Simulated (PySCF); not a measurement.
## Molecular orbitals of MgF⁻

LC-ωPBE at R = 1.846 Å; basis Mg aug-cc-pVDZ-DK, F aug-cc-pVDZ-DK; spin-free X2C with a Gaussian nucleus; PySCF 2.14. State: ¹Σ⁺ (singlet), closed shell. Only the outer orbitals are listed, counted within each symmetry.

```json
{"orbital": "1π", "occ.": "2", "ε (eV)": "-47.13", "on Mg (%)": "100", "main shells (%)": "100 Mg p"}
{"orbital": "1π", "occ.": "2", "ε (eV)": "-47.13", "on Mg (%)": "100", "main shells (%)": "100 Mg p"}
{"orbital": "4σ", "occ.": "2", "ε (eV)": "-47.00", "on Mg (%)": "100", "main shells (%)": "100 Mg p"}
{"orbital": "5σ", "occ.": "2", "ε (eV)": "-27.06", "on Mg (%)": "1", "main shells (%)": "99 F s"}
{"orbital": "6σ", "occ.": "2", "ε (eV)": "-8.16", "on Mg (%)": "7", "main shells (%)": "92 F p"}
{"orbital": "2π", "occ.": "2", "ε (eV)": "-7.41", "on Mg (%)": "2", "main shells (%)": "98 F p"}
{"orbital": "2π", "occ.": "2", "ε (eV)": "-7.41", "on Mg (%)": "2", "main shells (%)": "98 F p"}
{"orbital": "7σ", "occ.": "2", "ε (eV)": "-1.61", "on Mg (%)": "99", "main shells (%)": "86 Mg s, 13 Mg p"}
{"orbital": "3π", "occ.": "0", "ε (eV)": "2.92", "on Mg (%)": "100", "main shells (%)": "100 Mg p"}
{"orbital": "3π", "occ.": "0", "ε (eV)": "2.92", "on Mg (%)": "100", "main shells (%)": "100 Mg p"}
{"orbital": "8σ", "occ.": "0", "ε (eV)": "3.02", "on Mg (%)": "97", "main shells (%)": "97 Mg p"}
```

Problem. Which are the highest filled and the lowest empty level, where do they sit, and how wide is the gap?

Solution. Highest filled 7σ at -1.61 eV (in %: 86 Mg s, 13 Mg p); lowest empty 3π at 2.92 eV (in %: 100 Mg p); the gap at LC-ωPBE is 4.53 eV. An empty level above zero is unbound, and its energy depends on the basis.

The bond order (Mayer) is 0.33. The ⟨S²⟩ is 0.000 and the charge on Mg (Mulliken, basis-dependent) is -0.24. The charge on Mg (Löwdin, basis-dependent) is -0.22. The dipole moment (positive dipole points towards F; it is taken about the centre of mass and depends on that origin) is 3.51 D.
